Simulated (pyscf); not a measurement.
A first-order saddle from PySCF, ωB97X-D3(BJ)/def2-SVP:

```xyz
6

O      1.1124    -0.5596     0.5402
In     0.3024     1.0639    -0.3079
Cl     1.5287     3.0218    -0.3070
Cl    -1.7938     1.0547    -1.2816
H      0.1353    -1.5072     0.4248
H     -0.6257    -1.7749     0.1864
```
Charge 0, spin multiplicity 2.

Surface: doublet, charge 0. Lowest wavenumbers (cm⁻¹): 899i, 95, 95, 117, 122.

Problem. What reaction is this the transition state of?

Solution. `[OH][In]([Cl])[Cl]` + `[H]` [doublet] <-> `[O][In]([Cl])[Cl]` [doublet] + `[H][H]`, a hydrogen abstraction read from left to right: H–O broken and H–H formed. At ωB97M-D3(BJ)/def2-TZVP it lies +0.72 eV from the left side and +0.13 eV from the right (each side as separated species at their lowest minima found). One saddle was located; it need not be the lowest between these sides. The angle at the transferred H is 153°. Elements past Kr carry the def2 core potentials, without spin-orbit coupling.
